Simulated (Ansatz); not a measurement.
Geometry optimisation, UKS B3LYP/def2-SVP in Ansatz.

Input file:

```yaml
crystal:
  periodic: [false, false, false]
  atoms:
    - { symbol: B, position_ang: [0.0, 0.0, -0.084369] }
    - { symbol: Cl, position_ang: [0.0, -2.0e-06, 1.733425] }
    - { symbol: H, position_ang: [1.069084, 0.0, -0.625367] }
    - { symbol: H, position_ang: [-1.069085, 0.0, -0.625367] }
    - { symbol: F, position_ang: [0.0, 1.0e-06, 4.431678] }
magnetization:
  spin_polarized: true
  initial_magnetization: 1
basis:
  gaussian: { orbitals: def2-SVP }
hamiltonian:
  xc: b3lyp
relax:
  f_tol: 0.03
  max_steps: 50
```

Launched with:

```bash
$ ansatz run input.yaml --threads 1 --pin off --max-ram 2048MiB --backend cpu --events-out ev --progress --plain --runs-dir out
```

Question: Where does it end, and by what steps?

Answer: The forces met the threshold. The force dipped under the threshold on the way, but the program's further checks kept it going. After 4 steps the energy has fallen by 0.046 eV; F5 moved furthest, 0.10 Å.

| step | energy less start (eV) | largest force component (eV/Å) | accepted |
| --- | --- | --- | --- |
| 0 | 0.0000 | 1.274 | yes |
| 1 | -0.0314 | 0.790 | yes |
| 2 | -0.0456 | 0.122 | yes |
| 3 | -0.0460 | 0.026 | yes |
| 4 | -0.0462 | 0.005 | yes |

```xyz
5
Properties=species:S:1:pos:R:3
B 0.000 0.000 -0.033
Cl 0.000 0.000 1.719
H 1.061 0.000 -0.593
H -1.061 0.000 -0.593
F 0.000 0.000 4.330
```

Whether the end is a true minimum wasn't checked by a vibrational analysis.

Time of the run: 35 s on 1 thread of AMD EPYC 7R43 64-Core Processor (Zen 3), on a shared host, peak memory 0.15 GiB.
